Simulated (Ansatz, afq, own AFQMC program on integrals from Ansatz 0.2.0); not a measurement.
C2H6FOSi, doublet in def2-SVP, levels against AFQMC with the constraint released

```xyz
11

C     1.1880   -1.1502   -0.9925
C     0.7257    0.0665   -0.2273
O    -0.6094   -0.1262    0.1963
Si   -1.6125    0.9532    0.9421
F    -1.7476    2.2919    0.0190
H     0.5559   -1.3134   -1.8779
H     2.2289   -1.0229   -1.3260
H     1.1313   -2.0491   -0.3609
H     0.7932    0.9689   -0.8611
H     1.3757    0.2363    0.6511
H    -2.9505    0.2818    0.9941
```

Basis def2-SVP. Noble-gas cores (and the filled d shells of Ga–Kr and In–Xe) are frozen. Ansatz 0.2.0 and our own AFQMC program on the same integrals; the CISD trial comes from CCSD amplitudes, and released means the phaseless constraint is let go. Uncertainties: one standard error, sampling alone.

Determinant: UHF, the one that the program's search chose, which needn't be the lowest solution. The geometry is a PBE0/def2-SVP stationary point of this or a neighbouring charge and spin state.

No full CI on the walks' own integrals is used here. The released AFQMC energy serves as the reference, which it does only where one determinant dominates, the energy is flat over the last release times and near the phaseless one (40 meV or 2 meV an electron, half that with transition metals). On small molecules, where full CI could be run and the noise was under 10 meV, such values lay within 10 meV of it in 19 cases of 20, a flattering rate, since the rule was set on those same cases; what remains of the bias isn't in the error bar.

Cautions: the released value is read at 0.90 1/Eh with a noise of 25 meV, more than in the cases checked (meV from the phaseless value at times in 1/Eh: -17 ± 19 at 0.21, -17 ± 26 at 0.42, -13 ± 25 at 0.63, 20 ± 25 at 0.90).

The T1 diagnostic is 0.0134 and the weight of the determinant in the CISD state is 0.793. The ⟨S²⟩ of the determinant is 0.754 and the size of the correlated space is 31 electrons in 95 orbitals.

Reference: AFQMC with the constraint released, correlation energy -21.683 ± 0.025 eV.

```
        level  E − E(reference) (kJ/mol)  share of correlation (%)
           HF               2092.1 ± 2.4                      0.00
          MP2                170.5 ± 2.4                     91.85
         CCSD                 52.4 ± 2.4                     97.50
      CCSD(T)                  4.4 ± 2.4                     99.79
ph-AFQMC/CISD                 -1.9 ± 3.0                    100.09
```

Released energies are given only where the last usable release times agree within the noise; a slower fall can still hide under it.
